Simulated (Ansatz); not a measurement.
`BO[SiH3]` and `BS[SiH3]` differ in one element.

Ansatz, PBE0-D4/def2-TZVP geometries, multiplicity 1. 

```tsv
property	`BO[SiH3]`
LUMO energy (B3LYP/def2-TZVPP) / eV	-0.91
LUMO energy (PBE0/def2-TZVPP) / eV	-0.65
HOMO energy (ωB97M-V/def2-TZVPP) / eV	-10.86
HOMO energy (PBE0/def2-TZVPP) / eV	-8.49
HOMO–LUMO gap (ωB97M-V/def2-TZVPP) / eV	12.08
size of the dipole moment (PBE/def2-TZVPP) / D	1.04
```

What does the change do to each property? (An estimate is asked.)

The calculation gave: 
```csv
property,`BS[SiH3]`,shift
LUMO energy (B3LYP/def2-TZVPP) / eV,-1.76,-0.85
LUMO energy (PBE0/def2-TZVPP) / eV,-1.58,-0.93
HOMO energy (ωB97M-V/def2-TZVPP) / eV,-10.41,0.45
HOMO energy (PBE0/def2-TZVPP) / eV,-8.27,0.22
HOMO–LUMO gap (ωB97M-V/def2-TZVPP) / eV,10.76,-1.32
size of the dipole moment (PBE/def2-TZVPP) / D,0.97,-0.07
```

With PBE0 the HOMO rises by 0.22 eV and the LUMO falls by 0.93 eV, so the gap narrows by about 1.15 eV. PBE moves the HOMO by -0.13 eV and ωB97M-V by 0.45 eV. Dipoles are sizes alone; their direction can turn.

B3LYP here is the variant with VWN-RPA as its local correlation; programs differ in this.
